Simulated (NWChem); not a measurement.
System meant: Al anion, triplet

Here is an NWChem input.

```
start job
memory heap 200 mb stack 900 mb global 1100 mb
charge -1
geometry units angstroms noautoz
  Al     0.000000     0.000000     0.000000
end
basis spherical
  * library def2-svp
end
dft
  odft
  mult 3
  xc b3lyp
  iterations 4
  mulliken
end
task dft energy
```

End of the output:

```
    Atom       Charge   Shell Charges
 -----------   ------   -------------------------------------------------------
    1 Al  13     2.00  -0.00 -0.00 -0.01  0.01  0.01  0.39  1.60 -0.00

     -------------------------------------------
      Total Density - Lowdin Population Analysis
     -------------------------------------------

    Atom       Charge   Shell Charges
 -----------   ------   -------------------------------------------------------
    1 Al  13    14.00   2.00  1.97  1.06  0.96  5.79  0.71  1.50  0.00

     ------------------------------------------
      Spin Density - Lowdin Population Analysis
     ------------------------------------------

    Atom       Charge   Shell Charges
 -----------   ------   -------------------------------------------------------
    1 Al  13     2.00  -0.00 -0.00 -0.01  0.01  0.03  0.48  1.49 -0.00

   alpha - beta orbital overlaps
   -----------------------------

   alpha      1      2      3      4      5      6      7      8      9     10
    beta      1      2      3      4      5      6      8      9      7     10
 overlap   1.000  1.000  1.000  0.998  0.998  0.999  0.809  0.809  1.000  1.000

   alpha     11     12     13     14     15     16     17     18
    beta     12     13     11     18     17     15     16     14
 overlap   0.858  0.858  1.000  0.999  0.999  0.737  0.737  0.999

     --------------------------
     Expectation value of S2:
     --------------------------
      <S2> =      2.0018 (Exact =     2.0000)

 ------------------------------------------------------------------------
 dft energy failed                                                                                  0
 ------------------------------------------------------------------------
 ------------------------------------------------------------------------
  current input line :
    17: task dft energy
 ------------------------------------------------------------------------
 ------------------------------------------------------------------------
 This type of error is most commonly associated with calculations not reaching convergence criteria
 ------------------------------------------------------------------------
 For more information see the NWChem manual at https://nwchemgit.github.io

0:dft energy failed:Received an Error in Communication
```

Question: Can this run be used? If not, why, and what is the fix?

Answer: Convergence was not reached. Cause: the SCF was allowed too few iterations. This input runs:
```
start job
memory heap 200 mb stack 900 mb global 1100 mb
charge -1
geometry units angstroms noautoz
  Al     0.000000     0.000000     0.000000
end
basis spherical
  * library def2-svp
end
dft
  odft
  mult 3
  xc b3lyp
  iterations 150
  mulliken
end
task dft energy
```
It converges to -242.29624 Ha (B3LYP/def2-SVP, spin-unrestricted).
